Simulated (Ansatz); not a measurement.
The inner images of a band of H6Si2 (8 atoms, charge 0, multiplicity 1) are given out of order.

Method: RKS B3LYP-D4/def2-SVP (Ansatz).

Initial state:

```xyz
8
Properties=species:S:1:pos:R:3
Si 0.352 0.016 -0.040
Si 1.021 -0.017 2.216
H -0.148 -0.262 3.111
H 2.026 -1.100 2.433
H 1.640 1.292 2.581
H 1.546 0.209 -0.915
H -0.607 1.134 -0.284
H -0.308 -1.272 -0.409
```

Final state:

```xyz
8
Properties=species:S:1:pos:R:3
Si -0.508 0.400 0.077
Si 1.170 -0.045 2.081
H 0.185 -0.802 2.890
H 2.512 -0.695 2.219
H 1.292 1.389 2.436
H 1.062 -0.309 0.528
H 0.409 1.032 -0.960
H -0.600 -0.971 -0.577
```

Q: Put them in order from the first end to the last, with their energies above the first end.
A.
```xyz
8
Properties=species:S:1:pos:R:3
Si 0.343 -0.002 -0.042
Si 1.020 0.007 2.221
H 0.051 -0.739 3.077
H 2.357 -0.647 2.338
H 1.131 1.405 2.732
H 1.512 -0.365 -0.895
H -0.150 1.343 -0.462
H -0.742 -1.001 -0.275
```
B.
```xyz
8
Properties=species:S:1:pos:R:3
Si 0.189 0.027 0.015
Si 0.987 0.042 2.221
H 0.222 -0.843 3.142
H 2.368 -0.523 2.092
H 1.120 1.430 2.744
H 1.489 -0.493 -0.447
H -0.015 1.331 -0.680
H -0.839 -0.971 -0.393
```
C.
```xyz
8
Properties=species:S:1:pos:R:3
Si -0.072 0.140 0.106
Si 1.025 0.032 2.162
H 0.243 -0.842 3.070
H 2.396 -0.578 2.064
H 1.224 1.435 2.607
H 1.318 -0.426 0.026
H 0.150 1.260 -0.839
H -0.763 -1.020 -0.502
```
D.
```xyz
8
Properties=species:S:1:pos:R:3
Si 0.356 0.012 -0.043
Si 1.024 -0.011 2.217
H -0.083 -0.519 3.081
H 2.212 -0.897 2.395
H 1.385 1.366 2.665
H 1.550 -0.071 -0.935
H -0.385 1.270 -0.353
H -0.536 -1.150 -0.333
```
E.
```xyz
8
Properties=species:S:1:pos:R:3
Si -0.398 0.313 0.141
Si 1.104 -0.013 2.063
H 0.214 -0.809 2.949
H 2.458 -0.656 2.125
H 1.279 1.407 2.464
H 1.145 -0.345 0.403
H 0.340 1.113 -0.905
H -0.622 -1.011 -0.546
```

A: D (+1.4 kJ/mol), A (+3.6 kJ/mol), B (+28.0 kJ/mol), C (+129.5 kJ/mol), E (+190.8 kJ/mol).

Time of the run: 2 min on 1 thread of Intel(R) Xeon(R) Platinum 8259CL CPU @ 2.50GHz (Skylake/Cascade Lake), with other jobs on the host, peak memory 0.14 GiB.
